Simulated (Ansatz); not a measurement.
**CH3BF− (SMILES B[CH-]F): single points off equilibrium**

How do the functionals fare away from a minimum? The structure is a structure displaced at random from a GFN2-xTB minimum.

Computed with Ansatz 0.2.0, Gaussian basis. Level: single points in def2-TZVPPD.

Correlated methods freeze the cores.

**1. The starting structure**

SMILES `B[CH-]F`, 6 atoms, charge -1, spin multiplicity 1.

Atoms are counted from 1 here; the program's logs count them from 0.

Bond lengths: B1–C2 1.440 Å, B1–H4 1.186 Å, B1–H5 1.174 Å, C2–F3 1.445 Å, C2–H6 1.088 Å. Angles: C2–B1–H4 118.2°, C2–B1–H5 122.8°, H4–B1–H5 119.0°, B1–C2–F3 127.3°, B1–C2–H6 130.3°, F3–C2–H6 102.4°.

Coordinates:

```xyz
6
CH3BF
B    -0.4446   -0.0202   -0.6312
C     0.3698   -0.0577    0.5554
F     0.9422    1.0659    1.2616
H    -0.8182   -1.0494   -1.0881
H    -0.7589    0.9823   -1.1547
H     0.7448   -0.9062    1.1243
```

**2. CCSD(T)/def2-TZVPPD**

File run/in.yaml:

```yaml
crystal:
  periodic: [false, false, false]
  atoms:
    - {symbol: B, position_ang: [-0.444600, -0.020200, -0.631200]}
    - {symbol: C, position_ang: [0.369800, -0.057700, 0.555400]}
    - {symbol: F, position_ang: [0.942200, 1.065900, 1.261600]}
    - {symbol: H, position_ang: [-0.818200, -1.049400, -1.088100]}
    - {symbol: H, position_ang: [-0.758900, 0.982300, -1.154700]}
    - {symbol: H, position_ang: [0.744800, -0.906200, 1.124300]}
basis:
  gaussian: {orbitals: "def2-TZVPPD.json"}
total_charge: -1
correlation: {method: ccsd_t}
output: {forces: true}
```

The basis file named in the input lies beside it (Basis Set Exchange, JSON).

No record of the launch command was kept for these runs.

**3. PBE0-D4/def2-TZVPPD**

run/in.yaml, as its differences from that of step 2:

```diff
@@ -12,3 +12,3 @@
 total_charge: -1
-correlation: {method: ccsd_t}
-output: {forces: true}
+hamiltonian: {xc: pbe0, dispersion: d4}
+output: {forces: true, orbitals: {seedname: orbitals}}
```

**4. wB97M-V/def2-TZVPPD**

run/in.yaml, as its differences from that of step 3:

```diff
@@ -12,3 +12,3 @@
 total_charge: -1
-hamiltonian: {xc: pbe0, dispersion: d4}
-output: {forces: true, orbitals: {seedname: orbitals}}
+hamiltonian: {xc: {name: wB97M-V}}
+output: {forces: true}
```

**5. r2SCAN-D4/def2-TZVPPD**

run/in.yaml, as its differences from that of step 4:

```diff
@@ -12,3 +12,3 @@
 total_charge: -1
-hamiltonian: {xc: {name: wB97M-V}}
+hamiltonian: {xc: r2scan, dispersion: d4}
 output: {forces: true}
```

**6. PBE-D4/def2-TZVPPD**

run/in.yaml, as its differences from that of step 5:

```diff
@@ -12,3 +12,3 @@
 total_charge: -1
-hamiltonian: {xc: r2scan, dispersion: d4}
+hamiltonian: {xc: pbe, dispersion: d4}
 output: {forces: true}
```

**7. BHLYP-D4/def2-TZVPPD**

run/in.yaml, as its differences from that of step 6:

```diff
@@ -12,3 +12,3 @@
 total_charge: -1
-hamiltonian: {xc: pbe, dispersion: d4}
+hamiltonian: {xc: {name: BHLYP}, dispersion: d4}
 output: {forces: true}
```

**8. B97M-V/def2-TZVPPD**

run/in.yaml, as its differences from that of step 7:

```diff
@@ -12,3 +12,3 @@
 total_charge: -1
-hamiltonian: {xc: {name: BHLYP}, dispersion: d4}
+hamiltonian: {xc: {name: B97M-V}}
 output: {forces: true}
```

(Steps that only read results are left out.)

**Question.** What will these runs give? Wanted: RMS force component; RMS force error; HOMO and LUMO, PBE0-D4; T1 diagnostic.

The runs gave:

| quantity | value |
| --- | --- |
| RMS force component | 0.383 to 0.447 eV/Å over the methods |
| RMS force error | PBE0-D4 0.180, wB97M-V 0.193, r2SCAN-D4 0.164, PBE-D4 0.193, BHLYP-D4 0.242, B97M-V 0.204 eV/Å |
| HOMO and LUMO, PBE0-D4 | 0.14 and 4.01 eV |
| T1 diagnostic | 0.015 |

What this shows: On forces the order runs from r2SCAN-D4 to BHLYP-D4. Frozen-core CCSD(T) forces in triple zeta carry basis errors of their own, and this is one geometry, so small gaps rank nothing.
